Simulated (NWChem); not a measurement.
# Correlation energy of P (+1)

```xyz
1

P      0.0000     0.0000     0.0000
```
Charge +1, spin multiplicity 3.

The numbers come from NWChem runs, not from measurements.

Basis set: 6-311G**. Each correlation energy counts from its own Hartree-Fock reference.

The correlated methods keep 5 core orbitals frozen. The Pople sets run with spherical d functions. No SCF solution was tested for a lower state. Open-shell Hartree-Fock references start from PBE0 orbitals. Coupled-cluster values serve here as a point of comparison, not as the truth.

```csv
method,correlation energy (mHa)
UMP2,?
SCS-UMP2,?
CCSD on UHF,-69.1
CCSD[T] on UHF,-70.1
CCSD(T) on UHF,-70.1
CCSD on ROHF,-73.0
CCSD[T] on ROHF,-74.1
CCSD(T) on ROHF,-74.1
CCSDT on ROHF,?
```

Question: Some entries are withheld; supply them.

Answer: 
- UMP2, correlation energy (mHa): -50.1
- SCS-UMP2, correlation energy (mHa): -53.3
- CCSDT on ROHF, correlation energy (mHa): -74.3
